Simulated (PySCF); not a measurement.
**What each rung costs, and what it gives**

Saddle point of BH₄ClO, closed shell (BH₃O ([BH2][OH]) + HCl → BH₂Cl ([BH2][Cl]) + H₂O (still joined by a long B–O bond); bonds formed: B1–Cl6, O2–H5; bonds broken: H5–Cl6; bonds weakened to dative contacts: B1–O2), PBE0-D4/def2-TZVP structure:

| atom | x (Å) | y (Å) | z (Å) |
| --- | --- | --- | --- |
| B1 | 0.3232 | -0.3721 | 0.4552 |
| O2 | 0.2547 | -0.1283 | -1.0021 |
| H3 | 1.3668 | -0.0861 | 0.9460 |
| H4 | -0.3946 | -1.2209 | 0.8875 |
| H5 | -0.3315 | 0.9524 | -0.5768 |
| Cl6 | -0.8015 | 1.5326 | 0.7107 |
| H7 | -0.4170 | -0.6774 | -1.4204 |

Barriers are electronic and count from the start structure reached by relaxing down the imaginary mode.

Program: PySCF 2.14 with density fitting (its default auxiliary sets; JK sets also for MP2 and CCSD(T)). Basis: as named in each row. Cores are frozen in the correlated methods. B3LYP uses VWN-RPA correlation. Extrapolation: Hartree–Fock as exp(−7.88 √X), correlation as X^−2.97.

Times are rough, for one single point on 4 threads of a shared host (AMD EPYC).

The estimate by CCSD(T) at an estimated basis limit (MP2 extrapolated from triple and quadruple zeta, plus CCSD(T) − MP2 in triple zeta) is 91.9 kJ/mol.

```
   method       basis  time (s)  barrier (kJ/mol)  method less estimate
       HF      STO-3G         2              76.9                 -15.0
      MP2  def2-QZVPP         4              85.7                  -6.2
 B3LYP-D4       6-31G         4              97.0                   5.1
  PBE0-D4    def2-SVP         5              68.1                 -23.8
   PBE-D4    def2-SVP         6              54.7                 -37.2
    SPW92  def2-TZVPP         8              36.6                 -55.3
 BHLYP-D4  def2-TZVPP         9             106.4                  14.5
 B3LYP-D4  def2-TZVPP         9              93.3                   1.4
  PBE0-D4  def2-TZVPP        10              76.2                 -15.7
  CCSD(T)    def2-SVP        11             100.6                   8.7
   PBE-D4  def2-TZVPP        11              65.8                 -26.1
r2SCAN-D4  def2-TZVPP        19              72.5                 -19.4
  CCSD(T)  def2-TZVPP       160              94.9                   3.0
  wB97M-V  def2-TZVPP       200              88.0                  -3.9
```

All methods are single points on the PBE0-D4 structures.

T1 diagnostic: at most 0.013.

Hydrogen chloride, the by-product of chloride precursors, can attack films and sites by steps of this kind.

Labels in which every atom is bracketed show which atoms are joined, not bond orders.
